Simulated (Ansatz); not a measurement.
**BH₂O+ (triplet): wave-function methods side by side, def2-TZVPP**

The task here is to estimate one member of a computed series from the others.

Computed with Ansatz 0.2.0, Gaussian basis. Level: def2-TZVPP, core rule «outside noble gas», up to 2 orbitals frozen.

The runs, in order: UHF; ROHF; CCSD(T) on UHF.

2 further runs of the same task are left out: 2 set aside as unsound or not needed.

## The system

The geometry is a PBE0/def2-TZVP stationary point (not a proven minimum) of the parent state, kept for this charge and spin.

4 atoms, charge 1, spin multiplicity 3.

Atoms are counted from 1 here; the program's logs count them from 0.

Bond lengths: B1–O2 1.281 Å, B1–H3 1.211 Å, B1–H4 1.211 Å. Angles: O2–B1–H3 119.9°, O2–B1–H4 119.9°, H3–B1–H4 120.3°.

Coordinates:

```xyz
4

B     0.00000    0.00000    0.66891
O     0.00000    0.00000   -0.61227
H     0.00000    1.05027    1.27206
H     0.00000   -1.05027    1.27206
```

The first run:

File in.yaml:

```yaml
crystal:
  periodic: [false, false, false]
  atoms:
    - {symbol: B, position_ang: [0.000000, 0.000000, 0.668909]}
    - {symbol: O, position_ang: [0.000000, 0.000000, -0.612266]}
    - {symbol: H, position_ang: [0.000000, 1.050271, 1.272063]}
    - {symbol: H, position_ang: [0.000000, -1.050271, 1.272063]}
basis:
  gaussian: {orbitals: def2-TZVPP}
total_charge: 1
magnetization: {spin_polarized: true, initial_magnetization: 2}
hamiltonian: {xc: hf}
output: {orbitals: {seedname: orbitals}}
```

Launch:

```console
ansatz run in.yaml --threads 1 --pin off --events-out ev --progress --plain --max-ram 4096MiB --backend cpu
```

Among the steps run: UHF; ROHF; CCSD(T) on UHF.

One table of the session follows, with a row left open; its other results are not shown here.

```
  method  from UCCSD(T) (kcal/mol)
    ROHF                         ?
     UHF                   +181.50
    UMP2                    +27.74
   UCCSD                     +5.15
UCCSD(T)                         0
```

Q: Estimate the row for ROHF from the others.

The run gave: from UCCSD(T) (kcal/mol): +190.28. In the column «from UCCSD(T) (kcal/mol)» it is the highest.
